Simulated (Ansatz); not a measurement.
`C#CCCF` + HCl → `FCCCl` + `C#C`  (substitution at a C–C bond)

Computed with Ansatz on PBE0-D4/def2-TZVP structures; ΔE is electronic, products minus reactants. CBS: MP2 limit from def2 TZ/QZ plus the TZ coupled-cluster correction, frozen cores. This one scheme is used for every species. DFT in def2-TZVPP. B3LYP here is the variant with VWN-RPA as its local correlation; programs differ in this. One conformer a species, not always the lowest.

Question: Is it downhill or uphill in electronic energy at CCSD(T)/CBS, and by how much? (An estimate is asked.)

Answer: The calculation gave: Uphill: ΔE = +0.40 eV.

Question: What do these levels give: r2SCAN-D4, PBE0-D4, PBE, PBE0, B3LYP, CCSD(T)/def2-TZVPP? (Estimate.)

Answer: Computed: r2SCAN-D4 0.45, PBE0-D4 0.48, PBE 0.45, PBE0 0.46, B3LYP 0.42, CCSD(T)/def2-TZVPP 0.43 eV.

Largest T1 diagnostic among the species: 0.013.

In def2-TZVPP, CCSD(T) changes the Hartree–Fock value by +0.04 eV (the triples alone add −0.01 eV) and MP2 by +0.07 eV.
